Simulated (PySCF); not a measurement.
## Potential energy of SiN⁺ along the bond

Set-up: basis Si def2-TZVPPD, N def2-TZVPPD; no relativity; PySCF 2.14. Energies in eV from Si⁺ + N in their ground configurations at the same level. State: ³Σ⁻ (triplet), unpaired electrons π ↑↑.

All columns are TPSSh. A positive dipole points towards N; it is taken about the centre of mass and depends on that origin.

```tsv
R (Å)	E (eV)	μ (D)	Mulliken charge on Si (basis-dependent)	HOMO (eV)	LUMO (eV)	Mayer bond order	⟨S²⟩
1.538	-1.712	-1.73	1.00	-15.09	-13.75	1.66	2.01
1.609	-2.313	-1.93	1.00	-14.99	-13.33	1.61	2.01
1.681	-2.648	-2.14	1.00	-14.86	-12.94	1.56	2.01
1.734	-2.771	-2.29	1.01	-14.76	-12.68	1.52	2.01
1.788	-2.812	-2.45	1.02	-14.65	-12.44	1.49	2.01
1.842	-2.790	-2.61	1.03	-14.53	-12.23	1.45	2.01
1.913	-2.689	-2.81	1.04	-14.37	-11.98	1.41	2.01
2.003	-2.483	-3.05	1.05	-14.15	-11.73	1.37	2.01
2.110	-2.171	-3.32	1.06	-13.89	-11.51	1.32	2.01
2.253	-1.710	-3.63	1.07	-13.52	-11.34	1.24	2.02
```

A fit through these points gives, at Re = 1.794 Å, μ = -2.47 D and dμ/dR = -2.92 D/Å; the reduced mass is 9.332 u.

Question: How strong is the fundamental in the double-harmonic approximation, I = 42.26·(dμ/dR)²/μred km/mol?

Answer: I = 42.26·(-2.92)²/9.332 = 38.6 km/mol at TPSSh.

For an ion De counts to the pair picked by the measured ionisation energies or electron affinities, which need not be the lowest pair at this level. The state is the lowest determinant that a PBE0 search found; another state may lie lower at other levels.
